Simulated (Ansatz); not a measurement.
The input, for Ansatz 0.2.0:

```yaml
crystal:
  periodic: [false, false, false]
  atoms:
    - {symbol: B, position_ang: [0.000000, 0.000000, 0.981783]}
    - {symbol: B, position_ang: [0.000000, 0.000000, -1.316470]}
    - {symbol: H, position_ang: [0.000000, 1.335276, 1.794900]}
    - {symbol: H, position_ang: [0.000000, -1.335276, 1.794900]}
basis:
  gaussian: {orbitals: cc-pVTZ}
magnetization: {spin_polarized: false}
hamiltonian: {pseudopotentials: {relativity: scalar}}
correlation: {method: ccsd, electrons: outside_noble_gas, diis_vectors: 2}
scf: {lower_state_search: full}
output: {forces: true}
```

```sh
$ ansatz run in.yaml --threads 1 --pin off --events-out ev --progress --plain --max-ram 2393MiB
```

Log:

```
509 factors; integrals over basis functions are off by at most 8.9e-4 eV
mean field evaluation 1: about -1366.2943 eV, gradient 1.2e1 eV
mean field evaluation 2: about -1366.2932 eV, gradient 1.2e1 eV
mean field evaluation 4: about -1367.7896 eV, gradient 2.0e0 eV
mean field evaluation 8: about -1367.8342 eV, gradient 1.1e-1 eV
mean field evaluation 16: about -1367.8380 eV, gradient 3.9e-1 eV
mean field -1367.83431142 eV, -50.2669837934 hartree, gradient 4.2e-6 eV, S^2 0.000000; 0 other end points of the search recorded, 0 dependent functions left out; unrestricted orbitals would lower it
mean field evaluation 32: about -1367.8900 eV, gradient 2.4e0 eV
2 core orbitals not correlated: weight in the atoms' cores, before any rotation towards them, 1.000 or more for the frozen orbitals, at most 0.000 for the correlated occupied ones
reference -1367.83431142 eV, -50.2669837934 hartree; 4, 4 occupied and 82, 82 virtual orbitals, 509 factors
second order -4.54302072 eV of doubles, -0.00000000 eV of singles
cycle   1  -5.27426944 eV  change   -7.3e-1 eV  update   8.8e-2
cycle   2  -5.70225543 eV  change   -4.3e-1 eV  update   4.1e-2
cycle   3  -5.75213193 eV  change   -5.0e-2 eV  update   1.3e-2
cycle   4  -5.76053442 eV  change   -8.4e-3 eV  update   5.3e-3
cycle   5  -5.76190242 eV  change   -1.4e-3 eV  update   2.8e-3
cycle   6  -5.76016444 eV  change    1.7e-3 eV  update   1.4e-3
cycle   7  -5.75856160 eV  change    1.6e-3 eV  update   8.7e-4
cycle   8  -5.75763716 eV  change    9.2e-4 eV  update   5.0e-4
cycle   9  -5.75725913 eV  change    3.8e-4 eV  update   2.6e-4
cycle  10  -5.75708771 eV  change    1.7e-4 eV  update   1.5e-4
cycle  11  -5.75702786 eV  change    6.0e-5 eV  update   7.8e-5
cycle  12  -5.75701787 eV  change    1.0e-5 eV  update   4.7e-5
cycle  13  -5.75700974 eV  change    8.1e-6 eV  update   3.0e-5
cycle  14  -5.75700907 eV  change    6.6e-7 eV  update   1.9e-5
cycle  15  -5.75700908 eV  change   -8.1e-9 eV  update   1.3e-5
cycle  16  -5.75701037 eV  change   -1.3e-6 eV  update   8.9e-6
cycle  17  -5.75701081 eV  change   -4.4e-7 eV  update   5.5e-6
cycle  18  -5.75701145 eV  change   -6.3e-7 eV  update   3.4e-6
cycle  19  -5.75701150 eV  change   -5.5e-8 eV  update   2.1e-6
cycle  20  -5.75701161 eV  change   -1.1e-7 eV  update   1.2e-6
the calculation of the forces begins
Total energy: -1373.59132304 eV, -50.4785500680 hartree
Relativity: scalar
Atom 0 at     0.000000     0.000000     0.981783 Å, force     0.000000     0.000000     1.304248 eV/Å
Atom 1 at     0.000000     0.000000    -1.316470 Å, force    -0.000000    -0.000000     2.386904 eV/Å
Atom 2 at     0.000000     1.335276     1.794900 Å, force     0.000000    -3.187389    -1.845576 eV/Å
Atom 3 at     0.000000    -1.335276     1.794900 Å, force    -0.000000     3.187389    -1.845576 eV/Å
Dipole moment:    -0.000000    -0.000000    -0.069061 e Å
```

Forces (eV/Å):
```
B    0.000  0.000  1.304
B    0.000  0.000  2.387
H    0.000 -3.187 -1.846
H    0.000  3.187 -1.846
```

Ran on 1 thread of Intel Xeon Platinum 8488C, shared host: 5 s wall, 0.3 GiB peak host memory.
